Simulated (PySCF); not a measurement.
Species: C₅H₇O (doublet state).
Numbering: `[OH:1][CH2:2][CH2:3][C:4]1=[CH:5][CH:6]1` (hydrogens: H7 on O1; H8, H9 on C2; H10, H11 on C3; H12 on C5; H13 on C6)

Structure used (GFN2-xTB), in Å, numbered top down from 1:
```xyz
13
C5H7O angstrom
O     -1.6468   -0.8205    1.0805
C     -1.5810    0.1664    0.0870
C     -0.4286   -0.0747   -0.9111
C      0.8552    0.0845   -0.2210
C      1.7836   -0.4329    0.5742
C      1.9502    0.9736    0.1595
H     -0.8000   -0.8482    1.5429
H     -2.5360    0.1206   -0.4405
H     -1.4701    1.1652    0.5332
H     -0.5211   -1.0907   -1.3049
H     -0.5140    0.6426   -1.7291
H      2.1863   -1.2738    1.0852
H      2.7178    1.3885   -0.4737
```

The hyperfine couplings belong to this conformer and change with its torsions.

Computed, not measured: UKS B3LYP, pcH-1 on C H O, non-relativistic, mean-field spin-orbit, GIAO in PySCF. One conformer (not necessarily the lowest) at the GFN2-xTB geometry, without solvent, vibrations or thermal averaging. The geometry wasn't refined by DFT: couplings that depend on bond lengths, twists or pyramidal angles can differ widely from those at the functional's own minimum. No stability test was run, so a lower SCF solution isn't excluded.

Question: The isotropic 13C couplings, averaged over equivalent nuclei, are +179.1, -9.7, -4.0, +3.5 MHz. Assign them to C2; C3; C4; C5/C6.

Answer: 
| site | a_iso (MHz) | ρ(0) (bohr⁻³) | position | distance from C6 (Å) | spin population | largest \|T\| (MHz) |
| --- | --- | --- | --- | --- | --- | --- |
| C2 | +3.5 | +0.0031 | 3 bonds from C6 | 3.62 | 0.00 | 1.0 |
| C3 | -4.0 | -0.0035 | 2 bonds from C6 | 2.81 | -0.01 | 0.9 |
| C4 | -9.7 | -0.0086 | 1 bond from C6 | 1.46 | +0.02 | 17.0 |
| C5/C6 | +179.1 | +0.1593 | 1 bond from C6 | 0.74 | +0.48 | 77.9 |

ρ(0) is the spin density at the nucleus and T the dipolar tensor; entries for several nuclei are means. The Mulliken spin populations are largest on C6 (+0.81) and C5 (+0.15). The angles at C6 add up to 309.4°, so it is pyramidal.

The spin density at the nucleus, in bohr⁻³, is negative for C4 (-0.0086) and C3 (-0.0035), for instance. A restricted open-shell determinant has no negative spin density anywhere; here it arises because α and β orbitals differ (spin polarisation).

Nuclei that the bonding pattern makes equivalent are averaged, as if the motion that swaps them (rotation, inversion, ring flip) were fast. The 13C value of +179.1 MHz is a mean of couplings from 6.1 to 352.1 MHz in this one geometry, not an average over conformers. The 1H value of +48.0 MHz is a mean of couplings from -18.9 to 115.0 MHz in this one geometry, not an average over conformers.
